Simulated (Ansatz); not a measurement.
# SiP+ (singlet): from Hartree-Fock to the top rungs at distance Si1–P2 = 2.233 Å, 6-31G

One table from this session's results is given with a row withheld; the runs are named, their logs left out.

The runs use Ansatz 0.2.0, Gaussian basis; 6-31G, core rule «outside noble gas», up to 10 orbitals frozen.

To be run: UHF; CCSD(T) on RHF; CCSD(T) on UHF; BCCD(T) on RHF; CISD; CCSDT(Q) on RHF; CCSDT(Q) on UHF; CISDTQ; CCSDTQ on RHF; CCSDTQ on UHF; CASSCF and MRCISD+Q, 2 electrons in 2 orbitals; CASSCF and NEVPT2, 2 electrons in 2 orbitals; CASSCF and MRCISD+Q, 8 electrons in 8 orbitals; CASSCF and NEVPT4(SD), 8 electrons in 8 orbitals; CASSCF and NEVPT2, 8 electrons in 8 orbitals; Full CI; Full CI in the symmetry of the determinant.

25 further runs of the same task are left out: 1 for a known fault of the program, 19 that didn't finish, 5 set aside as unsound or not needed.

## The system

The geometry derives from a PBE0/def2-TZVP stationary point (not a proven minimum). One bond is set to the value named and the two fragments are kept rigid.

2 atoms, charge 1, spin multiplicity 1.

Atoms are counted from 1 here; the program's logs count them from 0.

Bond lengths: Si1–P2 2.233 Å.

Set-up of the first run:

in.yaml

```yaml
crystal:
  periodic: [false, false, false]
  atoms:
    - {symbol: Si, position_ang: [0.000000, 0.000000, 0.000000]}
    - {symbol: P, position_ang: [0.000000, 0.000000, 2.233000]}
basis:
  gaussian: {orbitals: 6-31G}
total_charge: 1
magnetization: {spin_polarized: true, initial_magnetization: 0}
hamiltonian: {xc: hf}
output: {orbitals: {seedname: orbitals}}
```

Run with:

```
ansatz run in.yaml --threads 1 --pin off --events-out ev --progress --plain --max-ram 2393MiB
```

Steps of the session up to this table: UHF; CCSD(T) on RHF; CCSD(T) on UHF; BCCD(T) on RHF; CISD; CCSDT(Q) on RHF; CCSDT(Q) on UHF; CISDTQ; CCSDTQ on RHF; CCSDTQ on UHF; CASSCF and MRCISD+Q, 2 electrons in 2 orbitals; CASSCF and NEVPT2, 2 electrons in 2 orbitals; CASSCF and MRCISD+Q, 8 electrons in 8 orbitals; CASSCF and NEVPT4(SD), 8 electrons in 8 orbitals; CASSCF and NEVPT2, 8 electrons in 8 orbitals; Full CI; Full CI in the symmetry of the determinant.

One table of the session follows, with a row left open; its other results are not shown here.

```
            method  from FCI (kJ/mol)
    CASSCF valence                  ?
    NEVPT2 valence              +18.4
NEVPT4(SD) valence               +2.0
    MRCISD valence               +1.3
  MRCISD+Q valence                0.0
               FCI                  0
```

Estimate the missing values for CASSCF valence.

**Answer.** from FCI (kJ/mol): +65.3. In the column «from FCI (kJ/mol)» it is the highest.

Left out of the table: CASSCF pair, NEVPT2 pair, MRCISD pair, MRCISD+Q pair (the active space lost an orbital or holds another state than full CI finds).

Left out of the table: RHF, UHF, RMP2, UMP2, CISD, RCCSD, UCCSD, RCCSD(T), UCCSD(T), BCCD(T), RCCSDT, UCCSDT, CISDTQ, RCCSDT(Q), UCCSDT(Q), RCCSDTQ, UCCSDTQ (another determinant or state than the rows shown).

Caveats from the session: The determinant is far from a pure spin state, so its energy mixes those of several spin states (harmless only where they are near-degenerate, as at dissociation). The report flags that the cluster equations may have other roots. Warnings in the runs' records: passed over end.
